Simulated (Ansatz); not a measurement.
Rutile TiO₂ was calculated with Hartree–Fock (PAW; Ansatz, a first-principles code).

Numerical settings: plane-wave cutoff 460 eV, 6×6×8 k mesh (along the axes of the cell as run), Fermi–Dirac smearing 0.01 eV, no spin polarisation, scalar-relativistic PAW data made under PBE.

Cell (relaxed at this level):

```cif
data_O4Ti2
_chemical_formula_sum 'Ti2 O4'
_space_group_name_H-M_alt 'P 1'
_space_group_IT_number 1
_cell_length_a 4.56186
_cell_length_b 4.56186
_cell_length_c 2.97034
_cell_angle_alpha 90.000
_cell_angle_beta 90.000
_cell_angle_gamma 90.000
loop_
_space_group_symop_operation_xyz
  'x, y, z'
loop_
_atom_site_label
_atom_site_type_symbol
_atom_site_fract_x
_atom_site_fract_y
_atom_site_fract_z
_atom_site_occupancy
Ti1 Ti 0.00000 0.00000 0.00000 1
Ti2 Ti 0.50000 0.50000 0.50000 1
O1 O 0.30567 0.30567 0.00000 1
O2 O 0.80567 0.19433 0.50000 1
O3 O 0.19433 0.80567 0.50000 1
O4 O 0.69433 0.69433 0.00000 1
```

### Question
Predict the band gap and smallest direct gap on the k points sampled.

### Answer

- band gap: 12.58 eV (on the SCF k mesh)
- smallest direct gap on the k points sampled: 12.60 eV

The computed numbers hold no vibrational or temperature effects.

It cost around 100 core-minutes (rough) of CPU time.
